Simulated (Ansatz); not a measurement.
Consider the isomerisation: `CC=C(O)O` → `CO/C=C/O`.

Calculated with Ansatz (gas phase, PBE0-D4/def2-TZVP geometries, no zero-point term in ΔE). CBS: MP2 limit from def2 TZ/QZ plus the TZ coupled-cluster correction, frozen cores. DFT in def2-TZVPP. One conformer a species, not always the lowest.

(1) Is it downhill or uphill in electronic energy at CCSD(T)/CBS, and by how much? (Estimate.)

(2) What do these levels give: r2SCAN-D4, PBE0-D4, ωB97X-V, B2PLYP, PBE, r2SCAN, SCS-MP2/def2-TZVPP, HF/def2-QZVPP, MP2/def2-QZVPP, SCS-MP2/def2-QZVPP, HF/CBS(def2), CCSD/CBS(def2)? (Estimate.)

Largest T1 diagnostic among the species: 0.012.

Answers

(1) The calculation gave: Uphill: ΔE = +22.0 kcal/mol.

(2) The calculation gave: r2SCAN-D4 22.9, PBE0-D4 23.0, ωB97X-V 21.7, B2PLYP 21.4, PBE 21.8, r2SCAN 22.9, SCS-MP2/def2-TZVPP 21.7, HF/def2-QZVPP 21.0, MP2/def2-QZVPP 23.5, SCS-MP2/def2-QZVPP 21.9, HF/CBS(def2) 21.0, CCSD/CBS(def2) 22.1 kcal/mol.

From PBE to PBE0 (25 % exact exchange), in def2-TZVPP and without D4, ΔE moves by +1.2 kcal/mol.
